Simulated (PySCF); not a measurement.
Ionising NaH

LC-ωPBE; Na pcseg-2, H pcseg-2; no relativity (PySCF 2.14). Neutral (UKS): singlet (closed shell), Re = 1.885 Å, ωe = 1199 cm⁻¹, De = 1.82 eV, HOMO -7.59 eV, LUMO -0.04 eV.

NaH⁺ (UKS): doublet (σ ↑), Re = 2.594 Å, ωe = 334 cm⁻¹, De = 0.07 eV to Na⁺ + H. The energies at the minima are -162.78900 hartree for NaH and -162.53368 for NaH⁺.

(1) Work out the adiabatic ionisation energy, without and with harmonic zero-point energies (1 hartree = 27.2114 eV, 1 eV = 8065.5 cm⁻¹), and the change of the bond length.

Weak bonds: NaH⁺. Basis-set superposition, not corrected here, can be much of De in a small basis, most of all at correlated wavefunction levels. For an ion De counts to the pair picked by the measured ionisation energies or electron affinities, which need not be the lowest pair at this level. States were picked by a PBE0 search and need not be the measured ground states.

Answers

(1) At LC-ωPBE: 0.25532 hartree = 6.948 eV between the minima; the zero-point term (334.0 − 1199.0)/2 cm⁻¹ = -0.054 eV makes it 6.894 eV. Re changes by +70.9 pm against the neutral. Minus the HOMO energy is 7.59 eV, +0.64 eV from the value between the minima; self-interaction puts the Kohn–Sham level too high, less so with exact exchange. The electron leaves a σ orbital, and the ion is left as a loose complex of an ion and an atom.
